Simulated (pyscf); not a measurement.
`[OH2]` + `[Cl][B][Cl]` [doublet] -> `[OH][B]([Cl])[Cl]` + `[H]` [doublet] (substitution at O; doublet surface; H–O broken, B–O formed). Optimised with ωB97X-D3(BJ)/def2-SVP in PySCF. MP2 and CC: frozen core, UHF for open shells. ΔMP2 is the change of the MP2 total energy from the triple- to the quadruple-zeta basis. Energies in kcal/mol from the separated reactants.

| level | barrier | reaction energy |
|---|---|---|
| ωB97X-D3(BJ)/def2-TZVP | 4.7 | -29.4 |
| PBE/def2-TZVP | -5.7 | -26.4 |
| r²SCAN/def2-TZVP | -3.6 | -25.7 |
| B3LYP-D3(BJ)/def2-TZVP | -1.1 | -25.9 |
| M06-2X/def2-TZVP | 1.0 | -28.9 |
| MP2/def2-QZVPP | … | -29.8 |
| CCSD(T)/def2-TZVPP + ΔMP2(QZVPP) | … | … |

Some entries are withheld; supply them.


- MP2/def2-QZVPP, barrier: 4.3
- CCSD(T)/def2-TZVPP + ΔMP2(QZVPP), barrier: 6.0
- CCSD(T)/def2-TZVPP + ΔMP2(QZVPP), reaction energy: -25.6

Of the functionals in the table, ωB97X-D3(BJ) is closest to CCSD(T)/def2-TZVPP + ΔMP2(QZVPP) in the barrier (1.3 kcal/mol apart) and PBE least close (11.6 kcal/mol); that level has limits of its own. On the reactant side the descent ends in an adduct with a B–O contact, 10.7 kcal/mol under the separated species and 15.4 kcal/mol under the saddle at ωB97X-D3(BJ)/def2-TZVP. At PBE, r²SCAN, B3LYP-D3(BJ) the saddle lies under the separated reactants, which points to a path from their complex (located at ωB97X-D3(BJ) alone). What is counted as formed (B–O) is already present as a longer contact in the reactant adduct; forming that adduct is a step of its own. This is the saddle that the search found; another between the same sides may lie lower. The angle at the attacked O is 121°. The CCSD(T) − MP2 part came from Ansatz, without density fitting, on the same reference.
